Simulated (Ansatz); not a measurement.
## Ansatz (development build ahead of 0.2.0) run

```yaml
crystal:
  periodic: [false, false, false]
  atoms:
    - { symbol: B, position_ang: [-0.02456, -0.04281, 0.008] }
    - { symbol: H, position_ang: [0.72474, 0.77251, 0.71666] }
    - { symbol: H, position_ang: [0.71562, -0.70487, -0.6769] }
    - { symbol: H, position_ang: [-0.68576, 0.69231, -0.73633] }
    - { symbol: H, position_ang: [-0.7649, -0.70655, 0.70125] }
basis:
  gaussian: { orbitals: cc-pVTZ }
total_charge: -1
hamiltonian:
  xc: hf
correlation:
  method: mp2
  frozen_orbitals: { B: 1, H: 0 }
```

The input is written out in the form of the current development build from the run's settings.

The run gave:

```
Converged                       : yes
Reference energy                : -26.98354 hartree
Correlation energy              : -0.16564 hartree
Total energy                    : -27.14918 hartree
Spin squared of the determinant : 0.000
```

Caution: no diffuse functions for an anion.
